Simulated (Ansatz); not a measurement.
`CNC(C)N`. Total charge 0; spin multiplicity 1.

Cartesian coordinates in Å:
```
C 0.592 -1.841 0.588
N 0.546 -0.738 -0.349
C -0.121 0.441 0.154
C 0.192 1.617 -0.758
N -1.534 0.130 0.271
H -0.426 -2.139 0.836
H 1.110 -1.597 1.530
H 1.098 -2.692 0.127
H 1.478 -0.494 -0.654
H 0.217 0.693 1.178
H -0.333 2.512 -0.421
H 1.263 1.843 -0.773
H -0.125 1.389 -1.780
H -2.035 0.896 0.704
H -1.923 -0.021 -0.654
```

Question: What are the harmonic wavenumbers in cm⁻¹ at PBE0-D4/def2-TZVP (Ansatz, finite differences of forces, unscaled)? (Best estimate.)

Answer: The calculation gave: 135, 201, 242, 260, 281, 379, 497, 526, 754, 837, 862, 949, 1021, 1085, 1107, 1139, 1194, 1243, 1258, 1359, 1395, 1412, 1443, 1467, 1481, 1489, 1499, 1521, 1635, 2916, 2963, 3038, 3095, 3111, 3131, 3146, 3513, 3570, 3610.

Question: Is this a minimum?

Answer: Yes, all 39 modes are real.

Question: Give the ideal-gas thermochemistry at 298.15 K and 1 bar (rigid rotor, harmonic oscillator; point group C1, symmetry number 1).

Answer: Zero-point energy 363.4 kJ/mol; H(298) − E = 383.5 kJ/mol; entropy 326.8 J/(mol·K), of which translation 162.6, rotation 107.8, vibration 56.5; G(298) − E = 286.1 kJ/mol.
